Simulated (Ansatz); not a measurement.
Harmonic vibrations of AlClH₂ (`[AlH2][Cl]`) by finite differences.

```yaml
crystal:
  periodic: [false, false, false]
  atoms:
    - {symbol: Al, position_ang: [-0.090277, -0.004227, -0.126565]}
    - {symbol: Cl, position_ang: [1.271745, -0.146038, 1.461803]}
    - {symbol: H, position_ang: [-1.335026, -0.969337, -0.106255]}
    - {symbol: H, position_ang: [0.209159, 1.059301, -1.249284]}
basis:
  gaussian: {orbitals: def2-TZVP}
hamiltonian: {xc: pbe0, dispersion: d4}
phonons: {temperatures: {t_min: 298.15, t_max: 900, t_step: 200}}
```

```sh
$ ansatz run in.yaml --threads 4 --pin off --events-out ev --progress --plain --max-ram 10444MiB
```

Output, abridged:

```
Functional definition: PBE0
mean field -19146.80241831 eV, -703.6320107040 hartree, gradient 4.7e-5 eV, S^2 0.000000; 0 other end points of the search recorded, 0 dependent functions left out
mean field -19146.80236379 eV, -703.6320087006 hartree, gradient 2.6e-6 eV, S^2 0.000000; 0 other end points of the search recorded, 0 dependent functions left out
mean field -19146.80236662 eV, -703.6320088044 hartree, gradient 2.9e-6 eV, S^2 0.000000; 0 other end points of the search recorded, 0 dependent functions left out
mean field -19146.80240825 eV, -703.6320103342 hartree, gradient 1.4e-6 eV, S^2 0.000000; 0 other end points of the search recorded, 0 dependent functions left out
mean field -19146.80239192 eV, -703.6320097343 hartree, gradient 1.6e-6 eV, S^2 0.000000; 0 other end points of the search recorded, 0 dependent functions left out
mean field -19146.80236391 eV, -703.6320087049 hartree, gradient 9.5e-7 eV, S^2 0.000000; 0 other end points of the search recorded, 0 dependent functions left out
mean field -19146.80238591 eV, -703.6320095135 hartree, gradient 1.6e-6 eV, S^2 0.000000; 0 other end points of the search recorded, 0 dependent functions left out
mean field -19146.80241454 eV, -703.6320105657 hartree, gradient 1.6e-6 eV, S^2 0.000000; 0 other end points of the search recorded, 0 dependent functions left out
mean field -19146.80241558 eV, -703.6320106036 hartree, gradient 1.5e-6 eV, S^2 0.000000; 0 other end points of the search recorded, 0 dependent functions left out
Total energy: -19146.84726012 eV, -703.6336586103 hartree
Atom 0 at    -0.090277    -0.004227    -0.126565 Å, force     0.000360    -0.000037     0.000420 eV/Å
Atom 1 at     1.271745    -0.146038     1.461803 Å, force     0.000029    -0.000003     0.000034 eV/Å
Atom 2 at    -1.335026    -0.969337    -0.106255 Å, force    -0.001428    -0.001601     0.000686 eV/Å
Atom 3 at     0.209159     1.059301    -1.249284 Å, force     0.001039     0.001641    -0.001140 eV/Å
Dipole moment:    -0.167329     0.017421    -0.195136 e Å
Vibrations: 508.25 526.59 600.16 776.78 1962.29 1977.98 cm⁻¹, zero-point energy 0.393777 eV
```

Run time 2.9 s (4 threads of an Arm Neoverse V1 on a shared host); peak host memory 0.26 GiB.
